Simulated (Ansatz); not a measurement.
Born–Oppenheimer molecular dynamics of CH5OSi (8 atoms, charge 0, multiplicity 2). It starts at the highest image of a converged band. Of that band: A structure lower than the first end lies on the path between it and the top, so the climb from that side starts below the end, which may itself be a saddle point or a shallow side well. A vibrational analysis at the climbing image gives one clearly imaginary mode, 811i cm⁻¹: a first-order saddle point.

Level of theory: UKS PBE/cc-pVDZ in Ansatz.

| Property | Result |
| --- | --- |
| ensemble | NVE (velocity Verlet) |
| time step | 0.5 fs |
| steps asked | 200 |
| starting velocities drawn for | 300 K |
| seed | 8775 |

First frame:

```xyz
8
Properties=species:S:1:pos:R:3
H 0.247 -0.461 -0.056
C 0.710 -1.091 -1.255
O 1.724 -0.739 -1.792
Si -0.476 0.703 0.993
H -0.194 -1.512 -1.808
H 0.576 1.109 1.997
H -0.934 1.914 0.216
H -1.653 0.078 1.704
```

(1) What does the run give?

(2) What happens to the structure?

(3) How do temperature and energy run in time?

## Answers

(1) The run went to its last step.

```yaml
steps_done: 200
time_covered: 100 fs
mean_temperature_over_the_second_half: 388 K
spread_of_the_potential_energy_over_the_second_half: 3.9 meV per atom
mean_potential_energy_of_the_second_half_above_the_start: -8.5 meV per atom
```

The conserved energy stayed within 0.14 meV per atom of its start (net change 0.05 meV per atom), so the integration is sound. A run of 0.1 ps of so small a system gives no equilibrium averages.

(2) Between its relaxed ends the band would form H1–Si4 and break H1–C2. These pairs go: H1–Si4 1.73 → 1.47 Å, H1–C2 1.43 → 3.06 Å. In the last frame they stand as after the step (other bonds may differ from the relaxed reactants and products). It ends as CHO + H4Si. Pairs count as bonded within 1.25 times the sum of covalent radii (0.12 Å more for H–H). The details hang on the random start.

(3) 
```
time (fs)  T (K)  potential energy less start (eV)  conserved less start (meV/atom)
      0.0    300                             0.000                             0.00
      3.0    180                             0.094                             0.11
      6.0    137                             0.127                             0.06
      9.0     99                             0.157                             0.09
     12.0    169                             0.102                             0.07
     15.0    236                             0.050                             0.06
     18.0    254                             0.036                             0.05
     21.0    220                             0.063                             0.08
     24.0    199                             0.079                             0.06
     27.0    150                             0.117                             0.09
     30.0    248                             0.041                             0.06
     33.0    325                            -0.019                             0.04
     36.0    291                             0.008                             0.10
     39.0    363                            -0.049                             0.00
     42.0    242                             0.046                             0.12
     45.0    284                             0.013                             0.05
     48.0    309                            -0.006                             0.07
     51.0    342                            -0.032                             0.08
     54.0    418                            -0.091                             0.03
     57.0    371                            -0.054                             0.06
     60.0    333                            -0.025                             0.08
     63.0    349                            -0.038                             0.06
     66.0    339                            -0.030                             0.07
     69.0    404                            -0.080                             0.06
     72.0    445                            -0.113                             0.04
     75.0    379                            -0.060                             0.10
     78.0    431                            -0.102                             0.02
     81.0    328                            -0.021                             0.11
     84.0    397                            -0.075                             0.04
     87.0    420                            -0.093                             0.06
     90.0    399                            -0.076                             0.09
     93.0    468                            -0.130                             0.02
     96.0    380                            -0.061                             0.09
     99.0    385                            -0.066                             0.06
```

Time of the run: 3.6 min on 2 threads of Intel(R) Xeon(R) Platinum 8488C (Sapphire Rapids), on a shared host, peak memory 0.16 GiB.
